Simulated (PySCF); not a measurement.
A GIAO shielding run with PySCF 2.14 (density fitting, non-relativistic, gas phase) on SMILES CC(=O)Cl, C2H3ClO:

```
$ OMP_NUM_THREADS=1 python probes_run.py task.json out

{"job": {"kind": "nmr", "xc": "B3LYP", "basis": "pcSseg-2", "pop": false}, "charge": 0, "multiplicity": 1}
C     -0.367077    -0.441054    -0.163108
C      1.074519    -0.088049    -0.337974
O      1.539176     0.979420    -0.539334
Cl     2.129949    -1.536582    -0.204369
H     -0.979079     0.465206    -0.251988
H     -0.512350    -0.909966     0.820765
H     -0.658729    -1.180463    -0.922753
```

Hardware: 1 thread of an Intel Xeon Platinum 8488C, shared host.

(1) How large is the calculation?

(2) How long does it take, and how much memory does it need?

(3) And these other runs on the same molecule and hardware: GIAO shielding at B97-D/pcSseg-2; GIAO shielding at BLYP/pcSseg-2; GIAO shielding at BP86/pcSseg-2; GIAO shielding at HF/pcSseg-2; GIAO shielding at KT2/pcSseg-2; GIAO shielding at KT3/pcSseg-2?

Results:

(1) 40 electrons, 193 basis functions and 550 auxiliary functions.

(2) 14 s of wall time, with 15 SCF cycles and 5 response iterations; peak memory 0.92 GiB. Times on a shared host scatter by some tens of per cent.

(3) B97-D/pcSseg-2: 193 functions, 21 s; BLYP/pcSseg-2: 193 functions, 17 s; BP86/pcSseg-2: 193 functions, 17 s; HF/pcSseg-2: 193 functions, 6.3 s; KT2/pcSseg-2: 193 functions, 18 s; KT3/pcSseg-2: 193 functions, 21 s.
